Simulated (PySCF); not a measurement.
Excitation energies in several basis sets

H2O.
Geometry (PBE0-D3(BJ)/def2-SVP, Å), atoms numbered from 1 in this order:
```
atom  x, y, z in Å
O1    -0.041    0.397    0.000
H2    -0.730   -0.276    0.000
H3     0.771   -0.120    0.000
```

TDDFT with PBE0 (PySCF), vertical singlets, core orbitals frozen in the response, spherical d and f functions. Geometry: PBE0-D3(BJ)/def2-SVP; no solvent, vibrations or thermal averaging.

Task: How do the low singlets change with the basis? Take 6-31G*, 6-31+G*, def2-SVP, def2-SVPD, aug-cc-pVDZ, def2-TZVP, def2-TZVPD and aug-cc-pVTZ.

Result: 

```
      basis  functions  diffuse  S1 (eV)  S2 (eV)  S3 (eV)  S4 (eV)  S5 (eV)  LUMO (eV)  α (au)
     6-31G*         18       no     8.35    10.34    10.95    13.11    14.90       2.31     5.0
    6-31+G*         22      yes     8.16    10.36    10.52    11.79    12.28       1.21     6.6
   def2-SVP         24       no     7.92     9.85    10.30    12.32    14.15       1.74     5.2
  def2-SVPD         39      yes     7.64     9.44     9.86    10.96    11.33       0.32     9.4
aug-cc-pVDZ         41      yes     7.14     8.62     9.43    10.49    10.88      -0.34     9.2
  def2-TZVP         43       no     7.76     9.66    10.12    12.09    13.77       0.83     6.6
 def2-TZVPD         58      yes     7.42     9.06     9.66    10.06    10.32       0.10     9.6
aug-cc-pVTZ         92      yes     7.16     8.61     9.41    10.00    10.74      -0.35     9.6
```

States are compared by their number. Against the largest diffuse basis here (aug-cc-pVTZ, itself not a converged limit), sets without diffuse functions differ by up to 1.19 eV in S1 and 4.16 eV in S5; the smaller diffuse sets differ by up to 1.00 and 1.53 eV. State by state, the largest deviation of a set without diffuse functions is S1 1.19, S2 1.73, S3 1.54, S4 3.11, S5 4.16 eV. The same number needn't mean the same state in each row. Against aug-cc-pVTZ the polarisability deviates by -48% in 6-31G*, -31% in 6-31+G*, -46% in def2-SVP, -2% in def2-SVPD, -4% in aug-cc-pVDZ, -31% in def2-TZVP, 0% in def2-TZVPD. A single + in a Pople set puts diffuse functions on heavy atoms only.
